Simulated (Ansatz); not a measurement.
The same path of BClH₄S (7 atoms, charge 0, multiplicity 1) was run twice with different band settings. Lost on the way: B1–Cl2, S5–H7. Made: Cl2–H7.

All numbers below come from RKS PBE/cc-pVDZ in Ansatz.

Relaxed end points:

```xyz
7
Properties=species:S:1:pos:R:3
B 0.028 -0.104 0.115
Cl -0.611 0.557 1.712
H 1.209 0.119 -0.093
H -0.731 0.025 -0.831
S 0.081 -2.151 0.239
H -1.164 -2.393 0.761
H 0.670 -2.300 1.469
```

```xyz
7
Properties=species:S:1:pos:R:3
B 0.194 -0.516 -0.747
Cl -0.212 -0.326 3.549
H 1.258 0.057 -0.781
H -0.800 -0.125 -1.314
S 0.180 -2.033 0.210
H -1.137 -2.378 0.058
H 0.000 -0.927 2.399
```

Common settings: movable images 7; climbing image yes; spring 5.0 eV/Å²; optimiser quadratic models (default); start path through a guess of the saddle point; iteration limit 60; end points relaxed.

| run | force threshold |
| --- | --- |
| 1 | 0.03 eV/Å |
| 2 | 0.5 eV/Å |

(1) What does each run give, and how far can it be trusted?

## Answers

(1) Run 1: converged after 15 iterations, highest image 0.615 eV above the first end. A vibrational analysis at the climbing image gives one clearly imaginary mode, 369i cm⁻¹: a first-order saddle point.
Run 2: converged after 6 iterations, highest image 0.648 eV above the first end. The threshold of 0.5 eV/Å is loose, so the images may lie well off the minimum-energy path. The order of the stationary point at the top wasn't checked.
The orbitals stay closed-shell, which can raise the energy where a bond breaks towards radicals; this wasn't checked here.
